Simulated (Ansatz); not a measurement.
Results of HSE06+SOC (Ansatz, a quantum-chemistry and plane-wave program, plane waves, PAW) for BiTeI (P3m1, No. 156; cell taken from a computed entry).

Run with plane-wave cutoff 460 eV, 6×6×4 k mesh (along the axes of the cell as run), Fermi–Dirac smearing 0.01 eV, PAW data made under PBE.

Cell (relaxed with PBEsol):

```cif
data_BiITe
_chemical_formula_sum 'Bi1 Te1 I1'
_space_group_name_H-M_alt 'P 1'
_space_group_IT_number 1
_cell_length_a 4.33549
_cell_length_b 4.33549
_cell_length_c 6.88022
_cell_angle_alpha 90.000
_cell_angle_beta 90.000
_cell_angle_gamma 120.000
loop_
_space_group_symop_operation_xyz
  'x, y, z'
loop_
_atom_site_label
_atom_site_type_symbol
_atom_site_fract_x
_atom_site_fract_y
_atom_site_fract_z
_atom_site_occupancy
Bi1 Bi 0.00000 0.00000 0.92157 1
Te1 Te 0.66667 0.33333 0.67379 1
I1 I 0.33333 0.66667 0.22394 1
```

### Question
Estimate the band gap, smallest direct gap on the k points sampled and direct gap at Γ that the calculation returns.

### Answer

- band gap = 0.53 eV (indirect)
- smallest direct gap on the k points sampled = 0.59 eV
- direct gap at Γ = 1.56 eV

Note: cell and atoms aren't relaxed at this level (pressure 1.3 GPa); this cell isn't known to be the ambient phase, and symmetry holds it in the calculation.

Computing time: very roughly 29 core-minutes.
